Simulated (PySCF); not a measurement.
# Basis-set dependence of population analyses: `CCC1=C[C@@H]1F`

Species: C5H7F.
Geometry (PBE0-D3(BJ)/def2-SVP, Å), atoms numbered from 1 in this order:
```xyz
13
C5H7F angstrom
C     -1.868    0.000    0.377
C     -0.744    0.314   -0.599
C      0.593   -0.067   -0.108
C      1.366   -0.566    0.827
C      2.036   -0.067   -0.376
F      2.726    1.127   -0.317
H     -1.723    0.535    1.328
H     -2.844    0.296   -0.034
H     -1.907   -1.076    0.603
H     -0.717    1.392   -0.836
H     -0.911   -0.186   -1.570
H      1.479   -1.007    1.815
H      2.524   -0.711   -1.123
```

PBE0 throughout (PySCF), one geometry, spherical d and f functions. One conformer (not necessarily the lowest) at the PBE0-D3(BJ)/def2-SVP geometry, without solvent, vibrations or thermal averaging. Atoms taken as equivalent share a column and are averaged. The first 7 of 11 kinds of atom are listed.

Mulliken charges (e):

```tsv
basis	functions	C1	C2	C3	C4	C5	F6	H7/H8/H9
STO-3G	37	-0.227	-0.151	-0.018	-0.122	+0.021	-0.121	+0.084
6-31G	68	-0.491	-0.410	+0.071	-0.160	+0.064	-0.342	+0.174
pcSseg-0	68	-0.633	-0.543	-0.097	-0.206	+0.099	-0.377	+0.239
6-31G*	98	-0.526	-0.434	+0.144	-0.241	+0.128	-0.351	+0.184
cc-pVDZ	119	-0.079	-0.096	+0.033	-0.138	+0.206	-0.248	+0.051
def2-SVP	119	-0.090	-0.004	+0.015	-0.229	+0.230	-0.280	+0.052
aug-cc-pVDZ	201	+0.465	+0.224	-0.059	+0.273	+1.071	-0.557	-0.113
6-311+G(2d,p)	204	-0.575	-0.586	+0.677	-0.115	-0.143	-0.292	+0.154
def2-TZVP	228	-0.371	-0.148	-0.028	-0.171	+0.062	-0.237	+0.128
cc-pVTZ	278	-0.294	-0.136	+0.053	-0.239	+0.130	-0.241	+0.104
IGLO-III	280	-0.358	-0.237	+0.046	-0.095	+0.123	-0.302	+0.122
pcSseg-2	314	-0.074	+0.036	+0.031	-0.175	+0.185	-0.309	+0.037
```

IAO charges (e):

```tsv
basis	functions	C1	C2	C3	C4	C5	F6	H7/H8/H9
STO-3G	37	-0.389	-0.275	-0.014	-0.152	+0.013	-0.149	+0.137
6-31G	68	-0.428	-0.277	+0.021	-0.184	+0.113	-0.324	+0.149
pcSseg-0	68	-0.420	-0.281	+0.007	-0.180	+0.110	-0.309	+0.147
6-31G*	98	-0.409	-0.267	+0.017	-0.185	+0.153	-0.333	+0.142
cc-pVDZ	119	-0.408	-0.267	+0.020	-0.189	+0.152	-0.334	+0.142
def2-SVP	119	-0.398	-0.263	+0.022	-0.182	+0.154	-0.336	+0.139
aug-cc-pVDZ	201	-0.419	-0.272	+0.026	-0.190	+0.149	-0.353	+0.146
6-311+G(2d,p)	204	-0.421	-0.274	+0.026	-0.189	+0.148	-0.353	+0.147
def2-TZVP	228	-0.421	-0.273	+0.025	-0.191	+0.152	-0.352	+0.147
cc-pVTZ	278	-0.422	-0.274	+0.024	-0.191	+0.152	-0.348	+0.147
IGLO-III	280	-0.422	-0.275	+0.026	-0.190	+0.150	-0.353	+0.147
pcSseg-2	314	-0.421	-0.273	+0.025	-0.190	+0.152	-0.353	+0.147
```

Some averages cover members that differ in this geometry, most widely: H7/H8/H9, Mulliken in aug-cc-pVDZ -0.137 to -0.101 e.

Problem. Which scheme is steadiest as the basis changes?

Solution. Largest range over the bases for any column: IAO 0.20 e, Mulliken 1.21 e. IAO charges move least and Mulliken charges most, counted in e. Without the minimal STO-3G basis the ranges are IAO 0.04, Mulliken 1.21 e.

Problem. How much do the charges still move between the two largest bases, IGLO-III and pcSseg-2?

Solution. At most, over all atoms: Mulliken 0.284 e, IAO 0.002 e.

Problem. What do the same runs give for the total energy, the frontier levels and the dipole moment?

Solution. 
| basis | energy (Eh) | HOMO (eV) | LUMO (eV) | μ (D) |
| --- | --- | --- | --- | --- |
| STO-3G | -290.3874 | -4.46 | 3.37 | 1.55 |
| 6-31G | -294.0891 | -7.72 | 0.44 | 2.71 |
| pcSseg-0 | -293.4849 | -8.08 | 0.05 | 2.62 |
| 6-31G* | -294.1638 | -7.60 | 0.57 | 2.37 |
| cc-pVDZ | -294.1863 | -7.71 | 0.37 | 2.42 |
| def2-SVP | -293.9572 | -7.82 | 0.26 | 2.45 |
| aug-cc-pVDZ | -294.2082 | -7.87 | -0.10 | 2.65 |
| 6-311+G(2d,p) | -294.2599 | -7.90 | -0.02 | 2.69 |
| def2-TZVP | -294.2863 | -7.86 | 0.11 | 2.57 |
| cc-pVTZ | -294.2760 | -7.82 | 0.18 | 2.52 |
| IGLO-III | -294.2923 | -7.88 | 0.03 | 2.63 |
| pcSseg-2 | -294.2872 | -7.89 | 0.03 | 2.63 |

The dipole is fixed by the density alone, so its range of 1.16 D shows that the density itself changes with the basis, not only its division among atoms.
